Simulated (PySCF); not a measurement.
# SiH2F (SMILES F[SiH2]): UPBE0/STO-6G

What is the vertical ionisation energy of SiH2F at UPBE0/STO-6G? The job is set up through a Python script.

The calculation is run with PySCF 2.14.0.

10 further runs of the same task are left out: 10 set aside as unsound or not needed.

## Step 1: The system as given

SiH2F has 4 atoms, charge 0, and is taken as a doublet. As SMILES, `F[SiH2]`. The shape is that of a GFN2-xTB optimisation.

Bond lengths: F1–Si2 1.621 Å, Si2–H3 1.448 Å, Si2–H4 1.448 Å. Angles: F1–Si2–H3 104.7°, F1–Si2–H4 104.7°, H3–Si2–H4 120.2°.

## Step 2: A single-point energy at UPBE0/STO-6G

calc.py reads:

```python
# F[SiH2]
from pyscf import gto, dft

molecule = gto.M(
    atom=[
    ('F', (1.205590, 0.647540, -0.425510)),
    ('Si', (-0.122150, -0.264920, -0.246870)),
    ('H', (-1.219930, 0.678520, -0.261640)),
    ('H', (0.136490, -1.061140, 0.934020)),
],
    max_memory=1860,
    spin=1,
    verbose=4,
    basis='sto-6g',
    charge=0,
)

mf = dft.UKS(molecule)
mf.xc = 'pbe0'
mf.conv_tol = 1e-10
mf.grids.level = 5
mf.kernel()
if not mf.converged:
    mf = mf.newton().run(mf.mo_coeff, mf.mo_occ)

etot = mf.e_tot
print('E = %.10f Eh' % etot)
```

The run is started by

```
$ OMP_NUM_THREADS=1 python calc.py
```

What it wrote:

```text
PySCF version 2.14.0

[INPUT] num. atoms = 4
[INPUT] num. electrons = 25
[INPUT] charge = 0
[INPUT] spin (= nelec alpha-beta = 2S) = 1
[INPUT] symmetry False subgroup None
[INPUT] Mole.unit = angstrom
[INPUT] Symbol           X                Y                Z      unit          X                Y                Z       unit  Magmom
[INPUT]  1 F      1.205590000000   0.647540000000  -0.425510000000 AA    2.278234918514   1.223673254701  -0.804097363264 Bohr   0.0
[INPUT]  2 Si    -0.122150000000  -0.264920000000  -0.246870000000 AA   -0.230830046116  -0.500626244920  -0.466516688371 Bohr   0.0
[INPUT]  3 H     -1.219930000000   0.678520000000  -0.261640000000 AA   -2.305333591141   1.282216970040  -0.494427943231 Bohr   0.0
[INPUT]  4 H      0.136490000000  -1.061140000000   0.934020000000 AA    0.257928718742  -2.005263979821   1.765041994866 Bohr   0.0

[... 40 lines left out ...]
WARN: HOMO -0.11239794906185 >= LUMO -0.112397949061849
[... 42 lines left out ...]
converged SCF energy = -388.692198957903  <S^2> = 0.75056793  2S+1 = 2.0005679
E = -388.6921989579 Eh
```

Run time: 6.6 s. Hardware: 1 thread of Arm Neoverse N1, shared host; peak memory 0.19 GiB.

## Step 3: The singlet cation at the same level

mol.xyz reads:

```xyz
4

F      1.205590     0.647540    -0.425510
Si    -0.122150    -0.264920    -0.246870
H     -1.219930     0.678520    -0.261640
H      0.136490    -1.061140     0.934020
```

calc.py reads:

```python
from pyscf import gto, dft

system = gto.M(
    atom='mol.xyz',
    basis='sto-6g',
    verbose=3,
    charge=1,
    max_memory=1860,
    spin=0,
)

mf = dft.RKS(system)
mf.xc = 'pbe0'
mf.grids.level = 5
mf.conv_tol = 1e-10
mf.kernel()
if not mf.converged:
    mf = mf.newton().run(mf.mo_coeff, mf.mo_occ)

etot = mf.e_tot
print('E = %.10f Eh' % etot)
```

The run is started by

```
$ OMP_NUM_THREADS=1 python calc.py
```

What it wrote:

```text
converged SCF energy = -388.46607722327
E = -388.4660772233 Eh
```

Run time: 4.5 s. Hardware: 1 thread of Arm Neoverse N1, shared host; peak memory 0.18 GiB.

## Step 4: Results

Level: UPBE0/STO-6G.

| quantity | value |
| --- | --- |
| doublet SiH2F: total energy | -388.69220 Eh |
| doublet SiH2F: dipole moment | 0.85 D |
| doublet SiH2F: HOMO energy (highest over α and β) | -2.62 eV |
| doublet SiH2F: LUMO energy (lowest over α and β) | 1.60 eV |
| doublet SiH2F: ⟨S²⟩ | 0.751 |
| singlet cation: total energy | -388.46608 Eh |
| singlet cation: HOMO energy | -15.11 eV |
| singlet cation: LUMO energy | -9.54 eV |
| singlet cation: HOMO–LUMO gap | 5.56 eV |
| vertical ionisation energy (to the singlet cation) | 6.153 eV |

In words: Removing an electron at fixed nuclei costs 6.15 eV (594 kJ/mol). Only the singlet of the ionised species was computed; a triplet could lie lower. In a minimal basis such a difference can be off by several eV, whatever the method. Mulliken charges (doublet SiH2F) run from -0.24 on F1 to +0.52 on Si2. Mulliken charges (singlet cation) run from -0.06 on F1 to +0.99 on Si2; they depend strongly on the basis.
